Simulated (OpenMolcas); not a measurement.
# U-r2SCAN/STO-3G run of triplet CF2

Aim: the energy of triplet CF2. 

The results are computed with OpenMolcas 26.06.

2 further runs of the same task are left out: 1 for a known fault of the program, 1 set aside as unsound or not needed.

### Step 1. The system as given

CF2: 3 atoms, total charge 0, spin state triplet. SMILES of the parent species: `F[C]F`. The coordinates come from a GFN2-xTB relaxation. That shape belongs to the parent species and isn't relaxed for this state.

Bond lengths: F1–C2 1.320 Å, C2–F3 1.320 Å. Angles: F1–C2–F3 118.3°.

### Step 2. A single-point energy at U-r2SCAN/STO-3G

The input, job.input:

```
&GATEWAY
BasLib = $CurrDir
Coord
3
angstrom
F        0.396940       1.032800       0.332770
C        0.326820      -0.272180       0.149730
F       -0.723760      -0.760620      -0.482500
Basis = STO-3G
Group = NoSym
&SEWARD
GridInput
Grid=UltraFine
End of Grid
&SCF
UHF
Spin = 3
KSDFT = 2
1.0 MGGA_X_R2SCAN
1.0 MGGA_C_R2SCAN
Thresholds = 1e-10 1e-07 1e-07 1e-05
PrOrbitals = 1 1
```

The basis set STO-3G is read from a file made from the Basis Set Exchange's data (not shown).

Command:

```
$ export MOLCAS_MEM=1860
$ pymolcas job.input > job.log
```

Q: Predict the results. Wanted: total energy; dipole moment; HOMO energy; LUMO energy; ⟨S²⟩.

**Answer.** As computed:

At U-r2SCAN/STO-3G:

| quantity | value |
| --- | --- |
| total energy | -234.20640 Eh |
| dipole moment | 0.22 D |
| HOMO energy (highest over α and β) | -0.29 eV |
| LUMO energy (lowest over α and β) | -0.27 eV |
| ⟨S²⟩ | 2.002 |

What this shows: This program's gradients are faulty for this kind of reference, so any forces in the log can't be trusted; the energy can.
